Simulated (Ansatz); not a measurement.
Basis-set extrapolation for `NC1(F)CO1` (PBE0-D4/def2-TZVP geometry, frozen core, the Gaussian-basis code of Ansatz). Multiplicity 1, RHF reference.

```
                      def2-TZVPP   def2-QZVPP
                 HF  -306.899602  -306.913528
    MP2 correlation    -1.018194    -1.097419
CCSD(T) correlation    -1.075601      not run
```

Energies in hartree. Use E(X) = E(∞) + A·exp(−7.88·√X) for Hartree–Fock and E(X) = E(∞) + B·X^(−2.97) for correlation, with X = 3 and 4, and add CCSD(T) minus MP2 of the smaller set to the MP2 limit.

Question: What is the CCSD(T) energy at the basis-set limit?

Answer: HF limit: -306.913528 + (-0.013926) × 0.13774 = -306.91545. MP2 limit: -1.097419 + (-0.079225) × 0.74074 = -1.15610. Higher-order term: -1.075601 − (-1.018194) = -0.05741. Total: -308.12896 hartree, 403.7 kJ/mol below CCSD(T)/def2-TZVPP.
